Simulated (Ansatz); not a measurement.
Geometry optimisation, RKS PBE/6-31G* in Ansatz.

input.yaml

```yaml
crystal:
  periodic: [false, false, false]
  atoms:
    - { symbol: C, position_ang: [0.4349, 1.0307, 1.2122] }
    - { symbol: C, position_ang: [0.0811, 0.1952, 0.2308] }
    - { symbol: C, position_ang: [-1.289, 0.1206, -0.4358] }
    - { symbol: C, position_ang: [1.2358, -0.7224, -0.1979] }
    - { symbol: "N", position_ang: [2.43504, -0.61795, 0.34043] }
    - { symbol: H, position_ang: [-0.3512, 1.8022, 1.5606] }
    - { symbol: H, position_ang: [1.3943, 1.1207, 1.6682] }
    - { symbol: H, position_ang: [-1.1325, 0.3208, -1.5044] }
    - { symbol: H, position_ang: [-1.6963, -0.8531, -0.2275] }
    - { symbol: H, position_ang: [-1.9502, 0.861, 0.0095] }
    - { symbol: H, position_ang: [1.03512, -1.36245, -0.99622] }
    - { symbol: H, position_ang: [2.48333, 0.07594, 1.04885] }
basis:
  gaussian: { orbitals: "6-31G*" }
hamiltonian:
  xc: pbe
relax:
  f_tol: 0.015
  max_steps: 40
```

Command:

```bash
$ ansatz run input.yaml --threads 1 --pin off --max-ram 2048MiB --backend cpu --events-out ev --progress --plain --runs-dir out
```

Question: Where does it end, and by what steps?

Answer: The run converged. After 20 steps the energy has fallen by 0.657 eV; H12 moved furthest, 0.55 Å.

```
step  energy less start (eV)  largest force component (eV/Å)  accepted
   0                  0.0000                           3.432       yes
   1                 -0.5568                           1.577       yes
   2                  0.0345                           4.205        no
   3                 -0.6129                           0.612       yes
   4                 -0.6330                           0.462       yes
   5                 -0.6226                           0.676        no
   6                 -0.6503                           0.111       yes
   7                 -0.6470                           0.206        no
   8                 -0.6515                           0.026       yes
   9                 -0.6517                           0.020       yes
  10                 -0.6520                           0.026       yes
  11                 -0.6529                           0.101       yes
  12                 -0.6532                           0.131       yes
  13                 -0.6537                           0.150       yes
  14                 -0.6549                           0.098       yes
  15                 -0.6559                           0.080       yes
  16                 -0.6565                           0.055       yes
  17                 -0.6569                           0.057       yes
  18                 -0.6568                           0.082        no
  19                 -0.6572                           0.019       yes
  20                 -0.6572                           0.008       yes
```

```xyz
12
Properties=species:S:1:pos:R:3
C 0.308 1.091 1.348
C 0.124 0.234 0.321
C -1.162 0.166 -0.467
C 1.182 -0.738 -0.078
N 2.456 -0.676 0.092
H -0.465 1.807 1.645
H 1.230 1.092 1.939
H -0.984 0.357 -1.542
H -1.613 -0.842 -0.398
H -1.902 0.897 -0.106
H 0.808 -1.633 -0.612
H 2.699 0.216 0.566
```

The run took 3.5 min on 1 thread of Intel(R) Xeon(R) Processor @ 2.50GHz (Skylake/Cascade Lake), on a shared host, peak memory 0.18 GiB.
